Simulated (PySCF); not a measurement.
Cartesian coordinates (Å):
```xyz
14

C     -1.9559     0.0374    -0.0566
C     -0.5463    -0.3628     0.3688
C      0.5463     0.3628    -0.4137
C      1.9559    -0.0374     0.0116
H     -2.7151    -0.4958     0.5184
H     -2.1239    -0.1818    -1.1140
H     -2.1202     1.1082     0.0874
H     -0.4181    -1.4434     0.2450
H     -0.4144    -0.1628     1.4374
H      0.4181     1.4434    -0.2899
H      0.4144     0.1628    -1.4824
H      2.1239     0.1818     1.0690
H      2.1202    -1.1082    -0.1324
H      2.7151     0.4958    -0.5633
```
Charge 0, spin multiplicity 1.

### Question
Give the total energy, dipole moment, HOMO, LUMO and HOMO–LUMO gap at the level PBE-D3(BJ)/def2-TZVP // B3LYP-D3(BJ)/def2-TZVP (PySCF).

### Answer

| Item | Result |
|---|---|
| total energy | -158.2799 Ha |
| dipole moment | 0.00 D |
| HOMO | -7.59 eV |
| LUMO | 0.49 eV |
| HOMO–LUMO gap | 8.08 eV |
